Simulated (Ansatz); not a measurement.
Al₃. Charge 0, multiplicity 2. Geometry r2SCAN-D4/def2-TZVPD, that of the charge -1 singlet.

Cartesian coordinates in Å:
```
Al -1.337 -0.523 -0.118
Al 0.845 0.092 -1.165
Al 0.492 0.431 1.282
```

At r2SCAN-D4/def2-TZVPD the charge 0 doublet is spin-contaminated (final ⟨S²⟩ up to 0.89, 0.75 for a pure state). The structure comes from a short search, and lower isomers may exist.

Estimate the α-spin orbital energies around the gap (eV) in Ansatz with PBE-D4/def2-TZVPD, r2SCAN-D4/def2-TZVPD, PBE0-D4/def2-TZVPD.


```json
{"orbital": "HOMO−5", "PBE-D4/def2-TZVPD": "-69.22", "r2SCAN-D4/def2-TZVPD": "-71.07", "PBE0-D4/def2-TZVPD": "-74.05"}
{"orbital": "HOMO−4", "PBE-D4/def2-TZVPD": "-10.84", "r2SCAN-D4/def2-TZVPD": "-11.23", "PBE0-D4/def2-TZVPD": "-12.38"}
{"orbital": "HOMO−3", "PBE-D4/def2-TZVPD": "-7.11", "r2SCAN-D4/def2-TZVPD": "-7.29", "PBE0-D4/def2-TZVPD": "-8.01"}
{"orbital": "HOMO−2", "PBE-D4/def2-TZVPD": "-7.10", "r2SCAN-D4/def2-TZVPD": "-7.28", "PBE0-D4/def2-TZVPD": "-8.00"}
{"orbital": "HOMO−1", "PBE-D4/def2-TZVPD": "-4.48", "r2SCAN-D4/def2-TZVPD": "-4.76", "PBE0-D4/def2-TZVPD": "-5.24"}
{"orbital": "HOMO", "PBE-D4/def2-TZVPD": "-4.34", "r2SCAN-D4/def2-TZVPD": "-4.49", "PBE0-D4/def2-TZVPD": "-5.02"}
{"orbital": "LUMO", "PBE-D4/def2-TZVPD": "-3.58", "r2SCAN-D4/def2-TZVPD": "-3.52", "PBE0-D4/def2-TZVPD": "-2.97"}
{"orbital": "LUMO+1", "PBE-D4/def2-TZVPD": "-3.58", "r2SCAN-D4/def2-TZVPD": "-3.51", "PBE0-D4/def2-TZVPD": "-2.97"}
{"orbital": "LUMO+2", "PBE-D4/def2-TZVPD": "-1.69", "r2SCAN-D4/def2-TZVPD": "-1.59", "PBE0-D4/def2-TZVPD": "-1.09"}
{"orbital": "LUMO+3", "PBE-D4/def2-TZVPD": "-1.69", "r2SCAN-D4/def2-TZVPD": "-1.59", "PBE0-D4/def2-TZVPD": "-1.08"}
{"orbital": "LUMO+4", "PBE-D4/def2-TZVPD": "-0.24", "r2SCAN-D4/def2-TZVPD": "0.17", "PBE0-D4/def2-TZVPD": "0.22"}
{"orbital": "LUMO+5", "PBE-D4/def2-TZVPD": "-0.24", "r2SCAN-D4/def2-TZVPD": "0.36", "PBE0-D4/def2-TZVPD": "0.22"}
{"orbital": "β HOMO", "PBE-D4/def2-TZVPD": "-4.26", "r2SCAN-D4/def2-TZVPD": "-4.46", "PBE0-D4/def2-TZVPD": "-4.96"}
{"orbital": "β LUMO", "PBE-D4/def2-TZVPD": "-3.68", "r2SCAN-D4/def2-TZVPD": "-3.39", "PBE0-D4/def2-TZVPD": "-2.96"}
```
